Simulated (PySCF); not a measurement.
**HNO, singlet: data card**

These are results of PBE0 in PySCF with N def2-TZVP, O def2-TZVP, H def2-TZVP; no relativity; density-fitted integrals, not measurements.

The structure is a minimum.

```xyz
3
charge 0 multiplicity 1, angstrom
N     0.4704    0.0000   -0.3780
O    -0.4962    0.0000    0.3159
H     1.3364    0.0000    0.2388
```

- Point group: Cs
- Bond lengths: N–H 1.063 Å, N–O 1.190 Å
- Bond angles: H–N–O 108.9°
- Rotational symmetry number: 1
- Highest occupied level: -7.05 eV
- Lowest empty level: -2.74 eV
- Entropy at 298.15 K and 1 bar: 220.5 J/(mol K)
- Atomisation energy without zero-point energy: 846 kJ/mol
- Dipole moment: 1.67 D
- Principal quadrupole moments (Buckingham, traceless) about the centre of mass: -2.76, 0.90, 1.86 D Å
- Enthalpy at 298.15 K above 0 K: 9.93 kJ/mol
- Zero-point energy: 37.0 kJ/mol
- Heat capacity Cp at 298.15 K: 33.6 J/(mol K)
- Rotational constants: 18.72, 1.454, 1.35 cm⁻¹
- Principal polarisabilities: 7.7, 10.8, 17.9 bohr³

Harmonic modes (masses in u: N 14.003, O 15.995, H 1.008):
```tsv
symmetry	ω (cm⁻¹)	IR (km/mol)
a'	1578	8.7
a'	1726	88.4
a'	2880	158
```

Charges (e):
```csv
atom,Mulliken,Löwdin,polar tensor,Mayer order to N1
N1,-0.01,-0.13,0.27,–
O2,-0.18,0.01,-0.29,1.88
H3,0.19,0.12,0.02,0.89
```

Mulliken populations on N1: s 3.75, p 3.17, d 0.09, f 0.01.

Outer orbital energies (eV). occupied: -20.40, -15.21, -13.31, -13.01, -7.05; empty: -2.74, 1.20, 5.27, 8.40.

Counting electrons, nitrogen keeps 2 of its valence electrons outside its bonds, so the VSEPR class is AX2E1 and the expected shape is bent; with unlike ligands the computed point group is Cs.

Other isomers or separated fragments may lie lower.

The final relaxation and frequency run took 7.9 s on 2 threads of a shared Arm Neoverse V2 host, with 68 basis functions and 15 gradients; the process peaked at 0.67 GiB. Launch command: `OMP_NUM_THREADS=2 python axn.py task.json out`.
